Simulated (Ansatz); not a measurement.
A calculation with Ansatz (development build ahead of 0.2.0).

```yaml
crystal:
  periodic: [false, false, false]
  atoms:
    - { symbol: O, position_ang: [-0.01703, 0.39857, 0.51467] }
    - { symbol: O, position_ang: [-0.00314, -0.39213, -0.51334] }
    - { symbol: H, position_ang: [0.02275, -0.15109, 1.33185] }
    - { symbol: H, position_ang: [0.02796, 0.16188, -1.30379] }
basis:
  gaussian: { orbitals: cc-pVTZ }
total_charge: 1
magnetization:
  initial_magnetization: 1
hamiltonian:
  xc: hf
correlation:
  method: mp2
  frozen_orbitals: { H: 0, O: 1 }
output:
  forces: true
```

The input is written out in the form of the current development build from the run's settings. Correlation on restricted open-shell orbitals is semicanonical, with singles.

The run gave:

| Item | Value |
| --- | --- |
| Converged | yes |
| Reference energy | -150.47302 hartree |
| Correlation energy | -0.47983 hartree |
| Total energy | -150.95285 hartree |
| Spin squared of the determinant | 0.750 |
| Stability test | minimum among restricted orbitals |

Forces (eV/Å):
```csv
atom,Fx,Fy,Fz
O1,0.264,-3.782,-4.882
O2,0.039,2.011,9.224
H3,-0.216,-0.153,-1.833
H4,-0.088,1.924,-2.508
```

Caution: forces differ strongly between restricted and unrestricted references; MP2 on this radical cation hangs on the determinant chosen.
